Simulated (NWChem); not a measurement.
Molecule: fluorine (F₂); SMILES FF

Program: NWChem. All runs use the structure optimised with PBE0/def2-SVP. Level: PBE0/def2-SVP with SMD (1 M gas to 1 M solution), gas-phase geometry.

Task: Predict the results for solvent n-hexane. Quantities: solvation free energy (kcal/mol); cavity-dispersion-structure term (kcal/mol).

Result: 
```yaml
solvation free energy (kcal/mol): 0.5
cavity-dispersion-structure term (kcal/mol): 0.5
```
